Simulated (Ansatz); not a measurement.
The first iterations of a band of AlClFH3 (6 atoms, charge 0, multiplicity 1).

Level of theory: Ansatz 0.2.0, RKS PBE/6-31G*.

* movable images: 9
* climbing image: from the first iteration
* spring: 5.0 eV/Å²
* optimiser: fire
* start path: through a guess of the saddle point
* force threshold: 0.03 eV/Å
* iteration limit: 60
* end points: relaxed

Image 0:

```xyz
6
Properties=species:S:1:pos:R:3
Al 0.009 -0.034 0.029
F 0.013 0.176 1.749
H 1.428 0.152 -0.671
H -1.427 0.066 -0.654
Cl 0.083 -2.482 0.923
H 0.054 -1.479 1.824
```

Image 10:

```xyz
6
Properties=species:S:1:pos:R:3
Al 0.018 -0.370 -0.101
F 0.021 -0.013 1.868
H 1.425 0.173 -0.609
H -1.426 0.086 -0.593
Cl 0.084 -2.477 0.615
H 0.037 -1.000 2.021
```

| iteration | highest image above the first end (eV) | largest band force component (eV/Å) |
| --- | --- | --- |
| 1 | 0.562 | 1.818 |
| 2 | 0.427 | 1.641 |
| 3 | 0.260 | 1.183 |
| 4 | 0.222 | 1.032 |
| 5 | 0.161 | 0.738 |
| 6 | 0.141 | 0.655 |
| 7 | 0.107 | 0.500 |
| 8 | 0.094 | 0.455 |
| 9 | 0.073 | 0.367 |

Does the band converge within its limit, and where does its top end?

It converged. It ended after 29 iterations with the highest image 0.016 eV above the first end. Another band between the same ends (9 images) ends at a top of the same energy, where a vibrational analysis finds 1 clearly imaginary mode. The orbitals stay closed-shell, which can raise the energy where a bond breaks towards radicals; this wasn't checked here.

Run time: 5.6 min on 1 thread of Intel(R) Xeon(R) Platinum 8259CL CPU @ 2.50GHz (Skylake/Cascade Lake) (shared host), peak memory 0.13 GiB.
